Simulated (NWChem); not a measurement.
# ammonia (NH3); SMILES N

```xyz
4

N      0.0000     0.0000     0.1315
H      0.6642     0.6642    -0.2639
H      0.2431    -0.9073    -0.2639
H     -0.9073     0.2431    -0.2639
```
Atoms are numbered in this order, from 1.

Results from NWChem. All runs use the structure optimised with B3LYP/6-31G* (spherical d). GIAO values for the isolated, static molecule; σ is the absolute isotropic shielding.

For level Hartree-Fock/pcSseg-2:

| Item | Value |
|---|---|
| σ N1 (ppm) | 260.6 |

Q: How do the values read with level Hartree-Fock/cc-pVDZ instead?

A: The σ N1 (ppm) is 274.5.
